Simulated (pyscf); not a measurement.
`[CH3][InH][O][SiH3]` + `[H][H]` -> `[CH3][InH2]` + `[OH][SiH3]`, a four-centre exchange (singlet surface; In–O, H–H broken, H–In, H–O formed). Single points on ωB97X-D3(BJ)/def2-SVP structures (PySCF, gas phase). Energies in kcal/mol from the separated reactants.

AM1 to PM7: differences of heats of formation from MOPAC. 

**Question.** Quick PM7 single points give ΔE‡ = 42.3 kcal/mol and ΔE = +46.6 kcal/mol. What does ωB97M-D3(BJ)/def2-TZVP give, and how far is the quick result from it?

**Answer.** ωB97M-D3(BJ)/def2-TZVP gives ΔE‡ = 19.2 kcal/mol and ΔE = +10.3 kcal/mol. PM7 lies 23.1 kcal/mol over it in the barrier and 36.2 kcal/mol over it in the reaction energy, so on this step it does not hold to within 3.0 kcal/mol. At PM7 this geometry lies under one side, so its ΔE‡ may be no barrier of that level. ωB97M-D3(BJ)/def2-TZVP has limits of its own. On the product side the descent ends in an adduct with a In–O contact, 13.5 kcal/mol under the separated species and 19.4 kcal/mol under the saddle at ωB97X-D3(BJ)/def2-TZVP. What is counted as broken (In–O) persists as a longer contact in the product adduct; parting that adduct is a step of its own. At the saddle there is also a short H–In contact that neither side keeps. This is the saddle that the search found; another between the same sides may lie lower. Elements past Kr carry the def2 core potentials, without spin-orbit coupling.
